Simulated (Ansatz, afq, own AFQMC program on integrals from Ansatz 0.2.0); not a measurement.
BNH, quartet: AFQMC among the cluster methods

```yaml
atoms:
  - { symbol: B, position_ang: [0.0000, 0.0564, 2.7822] }
  - { symbol: N, position_ang: [0.0000, -0.4765, -1.1377] }
  - { symbol: H, position_ang: [0.0000, 0.4201, -1.6445] }
```

Connectivity, by distances: B ··· NH.

Basis cc-pVDZ. Noble-gas cores (and the filled d shells of Ga–Kr and In–Xe) are frozen. Ansatz 0.2.0 and our own AFQMC program on the same integrals; the CISD trial comes from CCSD amplitudes, and released means the phaseless constraint is let go. ± is one standard error of the sampling.

Determinant: ROHF, the one that the program's search chose, which needn't be the lowest solution. The geometry is a point of a scan.

No full CI on the walks' own integrals is used here; CCSDT(Q) serves as the reference and is uncertain by about the last step of the cluster series.

Cautions: lower spins were not checked.

The T1 diagnostic is 0.0190. The weight of the determinant in the CISD state is 0.892 and the size of the correlated space is 9 electrons in 31 orbitals.

Reference: CCSDT(Q), correlation energy -5.315 eV. The released energy is read at 2.40 1/Eh (meV from the phaseless value at times in 1/Eh: -10 ± 12 at 0.24, -11 ± 9 at 0.51, -1 ± 8 at 0.99, -14 ± 9 at 1.62, -12 ± 10 at 2.40).

| level | E − E(reference) (kcal/mol) | share of correlation (%) |
| --- | --- | --- |
| HF | 122.56 | 0.00 |
| MP2 | 28.17 | 77.02 |
| CCSD | 2.04 | 98.33 |
| CCSD(T) | 0.49 | 99.60 |
| CCSDT | 0.07 | 99.94 |
| ph-AFQMC/HF | 5.26 ± 1.12 | 95.71 |
| ph-AFQMC/CISD | 0.29 ± 0.18 | 99.76 |
| released AFQMC | 0.02 ± 0.23 | 99.98 |

A walk keeps the symmetry of its determinant, which the program's search chose and which needn't be the lowest solution, so a lower state of the same spin and another symmetry isn't excluded. Released energies are given only where the last usable release times agree within the noise; a slower fall can still hide under it.
